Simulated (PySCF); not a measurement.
Two species compared at the same levels of theory.

First species: BH2(vinyl), C₂H₅B.
SMILES: `[H]B([H])C=C`

Second species: C₂H₇PS.
Numbering: `[CH3:1][PH:2]([CH3:3])=[S:4]` (hydrogens: H5, H6, H7 on C1; H8 on P2; H9, H10, H11 on C3)

Levels: CAM-B3LYP/def2-SVPD for dipole moment, HOMO energy, LUMO energy, HOMO–LUMO gap, static isotropic polarisability and electronic spatial extent ⟨r²⟩ about the centre of nuclear charge; TDDFT CAM-B3LYP/def2-SVPD for lowest singlet excitation; PBE0-D3(BJ)/def2-SVP for rotational constant A and rotational constant C. Geometries: PBE0-D3(BJ)/def2-SVP. All species are isolated and taken at one optimised geometry, non-relativistic unless stated. Electronic properties by PySCF.

| property | column X | column Y |
| --- | --- | --- |
| dipole moment | 4.84 D | 1.31 D |
| HOMO energy | -7.77 eV | -9.80 eV |
| LUMO energy | 0.93 eV | -0.98 eV |
| HOMO–LUMO gap | 8.70 eV | 8.82 eV |
| lowest singlet excitation | 5.72 eV | 5.40 eV |
| static isotropic polarisability | 73.6 au | 41.8 au |
| electronic spatial extent ⟨r²⟩ about the centre of nuclear charge | 553 bohr² | 186 bohr² |
| rotational constant A | 6.193 GHz | 47.934 GHz |
| rotational constant C | 2.465 GHz | 8.352 GHz |

**Question.** Which column belongs to which species?

**Answer.** Column X is the second species and column Y the first. The first has 8 atoms and 22 electrons, the second 11 and 50.

**Question.** How does each property change from the first species to the second?

**Answer.** dipole moment +3.53 D; HOMO energy +2.03 eV; LUMO energy +1.91 eV; HOMO–LUMO gap -0.12 eV; lowest singlet excitation +0.32 eV; static isotropic polarisability +31.8 au; electronic spatial extent ⟨r²⟩ about the centre of nuclear charge +367 bohr²; rotational constant A -41.741 GHz; rotational constant C -5.887 GHz.

On the first: In atomic units the dipole is 0.51 e·bohr (1 au = 2.5417 D). The principal polarisabilities are 29.2, 39.8 and 56.4 au; their mean is the isotropic value.

On the second: S1 lies 2.98 eV below the HOMO–LUMO gap. In atomic units the dipole is 1.90 e·bohr (1 au = 2.5417 D).

One conformer stands for the species.
